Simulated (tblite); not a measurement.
`CC[S+]C(C)=S` [radical] (charge +1 and doublet state). The geometry is computed with GFN2-xTB (gas phase). This method treats the open shell by occupation alone, without spin polarisation.

```
atom  x, y, z in Å
C1    -2.0829    0.3042    0.6042
C2    -1.3269   -0.9971    0.6898
S3     0.4347   -0.8136    1.1335
C4     1.1175    0.1876   -0.0663
C5     2.5899    0.3715    0.0476
S6     0.2856    0.9510   -1.2809
H7    -1.7110    0.9023   -0.2436
H8    -3.1376    0.1091    0.4184
H9    -1.9828    0.8978    1.5104
H10   -1.7238   -1.6212    1.4947
H11   -1.3741   -1.5596   -0.2434
H12    2.8430    1.4307    0.1134
H13    3.0887   -0.0177   -0.8422
H14    2.9792   -0.1456    0.9222
```

(1) Which two atoms are farthest apart?

(2) Work out the bond lengths C1–H7, C1–H8, C2–S3, S3–C4, C4=S6, C5–H14 in pm.

(3) Give the dihedral angles S6–C4–C5–H12, S6–C4–C5–H13, H8–C1–C2–H11.

(4) Where is the centre of mass (commonest isotopes), and what is the radius of gyration?

(5) How far apart are these pairs, which share no bond: C4···H11, C5···H9, C5···H10, S6···H8, S6···H13, S6···H14, H11···H13?

(6) How far are the heavy atoms from their best plane (unweighted least squares)?

(7) What is the repulsion energy of the bare nuclei, Σ ZA·ZB/RAB?

(8) What are the angles C2–C1–H9, C2–C1–H8, C2–C1–H7, S3–C4–C5, C4–C5–H13, H13–C5–H14?

(9) Write the matrix of distances between heavy atoms (Å, lower triangle).

## Answers

(1) H8···H13, 6.35 Å; the next longest distance is 6.14 Å.

(2) For C1–H7 the difference vector is (0.3719, 0.5981, -0.8478) Å, of length 1.1022 Å. C1–H7 110.2; C1–H8 108.9; C2–S3 182.6; S3–C4 170.5; C4=S6 165.8; C5–H14 108.8 pm.

(3) S6–C4–C5–H12 55° (synclinal); S6–C4–C5–H13 -63° (synclinal); H8–C1–C2–H11 62° (synclinal). Dihedral signs follow IUPAC: positive where, seen along the central bond, the front bond turns clockwise onto the rear one.

(4) Mass 120.007 u; centre at (0.213, 0.023, 0.115) Å; Rg = √(Σ m r²/M) = 1.832 Å. As Ia + Ib + Ic = 2 Σ m r², the three principal moments sum to 805.7 u·Å².

(5) C4···H11 3.048 Å (3 bonds apart); C5···H9 4.830 Å (5 bonds apart); C5···H10 4.967 Å (4 bonds apart); S6···H8 3.913 Å (5 bonds apart); S6···H13 2.998 Å (3 bonds apart); S6···H14 3.649 Å (3 bonds apart); H11···H13 4.759 Å (5 bonds apart).

(6) 0.297 Å rms; C1 0.48, C2 0.43, S3 0.01, C4 0.02, C5 0.21, S6 0.25 Å (magnitudes).

(7) 363.80 Eh over 91 pairs, with full nuclear charges and distances in bohr; the largest single term is 45.24 Eh (S3 with S6).

(8) From the scalar product of the two bond vectors; for C2–C1–H9 it is -0.6192 Å² over 1.5074 × 1.0879 Å², cos θ = -0.3776. C2–C1–H9 112.2°; C2–C1–H8 109.9°; C2–C1–H7 110.1°; S3–C4–C5 114.5°; C4–C5–H13 110.2°; H13–C5–H14 108.8°.

(9) 
```
C1    0.000
C2    1.507  0.000
S3    2.805  1.826  0.000
C4    3.272  2.820  1.705  0.000
C5    4.706  4.198  2.689  1.488  0.000
S6    3.095  3.206  2.994  1.658  2.722  0.000
```

Its GFN2-xTB frequencies are all real (lowest 52 cm⁻¹).

On one thread of an Arm Neoverse N1, shared host with 64 logical CPUs at a one-minute load of 60, this took 0.73 s wall. This is the geometry optimisation.

One conformer stands for the species.
